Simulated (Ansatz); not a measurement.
A calculation with Ansatz (development build ahead of 0.2.0).

```yaml
crystal:
  periodic: [false, false, false]
  atoms:
    - { symbol: C, position_ang: [1.35663, 0.01319, -0.0293] }
    - { symbol: C, position_ang: [0.73356, 1.23735, -0.01841] }
    - { symbol: C, position_ang: [-0.73305, 1.18365, -0.02528] }
    - { symbol: C, position_ang: [-1.39966, -0.04773, -0.01412] }
    - { symbol: C, position_ang: [-0.71711, -1.23765, -0.03519] }
    - { symbol: C, position_ang: [0.74181, -1.18532, -0.00418] }
    - { symbol: H, position_ang: [2.4791, 0.01233, -0.04764] }
    - { symbol: H, position_ang: [1.29395, 2.15532, 0.00147] }
    - { symbol: H, position_ang: [-1.28326, 2.14799, 0.03021] }
    - { symbol: H, position_ang: [-2.43806, -0.00127, 0.00308] }
    - { symbol: H, position_ang: [-1.22064, -2.17987, 0.03631] }
    - { symbol: H, position_ang: [1.21241, -2.19064, 0.01439] }
basis:
  gaussian: { orbitals: "6-31G" }
hamiltonian:
  xc: hf
correlation:
  method: mp2
  frozen_orbitals: { C: 1, H: 0 }
```

The input is written out in the form of the current development build from the run's settings.

Results

```json
{"Converged": "yes", "Reference energy": "-230.60296 hartree", "Correlation energy": "-0.51951 hartree", "Total energy": "-231.12247 hartree", "Spin squared of the determinant": "0.000"}
```
